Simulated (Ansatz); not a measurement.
The first iterations of a band of CH₈AlN (11 atoms, charge 0, multiplicity 1).

Computed with RKS PBE-D4/6-31G* in Ansatz 0.2.0.

```json
{
  "movable images": "5",
  "climbing image": "yes",
  "spring": "5.0 eV/Å²",
  "optimiser": "quadratic models (default)",
  "start path": "through a guess of the saddle point",
  "force threshold": "0.05 eV/Å",
  "iteration limit": "60",
  "end points": "relaxed"
}
```

Initial state:

```xyz
11
Properties=species:S:1:pos:R:3
Al -0.074 -0.238 0.433
C 0.067 0.439 2.300
H -0.834 0.225 2.907
H 0.939 0.029 2.845
H 0.189 1.538 2.310
H 1.277 -0.289 -0.466
H -1.465 0.011 -0.366
N -0.288 -2.299 0.751
H -0.418 -2.791 -0.141
H 0.539 -2.702 1.208
H -1.102 -2.511 1.342
```

Final state:

```xyz
11
Properties=species:S:1:pos:R:3
Al 0.060 -0.793 -0.243
C -0.179 0.230 2.787
H -0.881 0.456 3.605
H 0.854 0.420 3.113
H -0.419 0.885 1.932
H 1.550 -0.218 -0.153
H -1.237 0.062 -0.632
N -0.163 -2.552 0.017
H -1.055 -3.040 -0.051
H 0.587 -3.206 0.236
H -0.287 -0.832 2.510
```

| iteration | highest image above the first end (eV) | largest band force component (eV/Å) |
| --- | --- | --- |
| 1 | 5.170 | 11.766 |
| 2 | 3.241 | 3.226 |
| 3 | 2.334 | 1.303 |
| 4 | 1.829 | 1.663 |
| 5 | 1.582 | 1.099 |

Question: Does the band converge within its limit, and where does its top end?

Answer: The forces met the threshold. It ended after 15 iterations with the highest image 1.273 eV above the first end. A vibrational analysis at the climbing image gives one clearly imaginary mode, 1314i cm⁻¹: a first-order saddle point. The orbitals stay closed-shell, which can raise the energy where a bond breaks towards radicals; this wasn't checked here.

The run took 2.5 min on 1 thread of Arm Neoverse V2, on a shared host, peak memory 0.1 GiB.
